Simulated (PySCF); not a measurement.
## Working out the ionisation energy of P

P [Ne] 3s2 3p3 (4S) → P⁺ [Ne] 3s2 3p2 (3P). Calculation: PySCF 2.14, in dyall-av2z; no relativity, point nucleus. Frozen: [Ne]; the 16 highest virtual orbitals dropped. Energies in hartree (1 hartree = 27.21139 eV):

```csv
part,P (lower),P⁺ (upper)
UHF,-340.709286,-340.343848
MP2 opposite-spin,-0.049475,-0.043240
MP2 same-spin,-0.019512,-0.008826
```

Task: What does Hartree-Fock give?

Result: (-340.343848) − (-340.709286) = 0.365438 hartree = 9.944 eV.

Task: What do MP2 and SCS-MP2 (6/5 opposite-spin, 1/3 same-spin) give?

Result: The opposite-spin parts differ by 0.170 eV and the same-spin parts by 0.291 eV. MP2: 9.944 + (0.170) + (0.291) = 10.405 eV. SCS-MP2: 9.944 + 1.2 × (0.170) + (0.291)/3 = 10.245 eV.

Measured between the centres of the two terms (NIST): 10.526 eV, so MP2 (valence) is off by -0.121 eV.

A double-zeta basis recovers only part of the correlation energy.

What remains against the reference includes basis incompleteness, the frozen core and correlation beyond second order.
